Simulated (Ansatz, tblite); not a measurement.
Spin states of Li2F (the lowest doublet isomer of a short search), each relaxed with B3LYP-D4/def2-TZVP in Ansatz. Electronic energies in the gas phase.

The xTB rows come from tblite. B3LYP takes the VWN-RPA correlation. Correlated methods freeze 1 core orbital; core or outer-core shells of Li are correlated, in sets that lack core-valence functions. In the quartet geometry the species has come apart into loosely held pieces. The structure comes from a short search, and lower isomers may exist.

Doublet geometry (C2v within 0.1 Å):

Cartesian coordinates in Å:
```
Li -1.345 -0.145 -0.420
Li 1.045 0.047 0.955
F 0.300 0.097 -0.535
```

Quartet geometry (C2v within 0.1 Å):

Cartesian coordinates in Å:
```
Li -1.0238 0.2456 -1.7799
Li 1.4549 1.3586 0.5603
F -0.4312 -1.6042 1.2196
```

⟨S²⟩: doublet 0.75 at PBE0-D4/def2-TZVP (pure 0.75), quartet 3.75 at PBE0-D4/def2-TZVP (pure 3.75).

Only these spin states were relaxed. The quartet has fallen apart into loose fragments. The quartet has other bonds than the doublet, so the gap mixes isomer and spin.

| level | quartet − doublet (kJ/mol) | lowest of these |
| --- | --- | --- |
| GFN1-xTB | 666.7 | doublet |
| GFN2-xTB | 799.5 | doublet |
| HF/def2-TZVP | 521.9 | doublet |
| PBE-D4/def2-TZVP | 697.4 | doublet |
| BLYP-D4/def2-TZVP | 695.8 | doublet |
| r2SCAN-D4/def2-TZVP | 691.4 | doublet |
| B3LYP-D4/def2-TZVP | 689.0 | doublet |
| PBE0-D4/def2-TZVP | 673.5 | doublet |
| RPA@PBE/def2-TZVP | 639.3 | doublet |
| MP2/def2-TZVP | 715.5 | doublet |
| MP2/def2-TZVPP | 720.2 | doublet |
| CCSD(T)/def2-TZVPP | 691.2 | doublet |

Change of the quartet − doublet gap on mixing in exact exchange, in kJ/mol: PBE to PBE0 (25 % exact exchange) -23.9; BLYP to B3LYP (20 % exact exchange) -6.7.

The xTB methods have no spin-polarisation term.
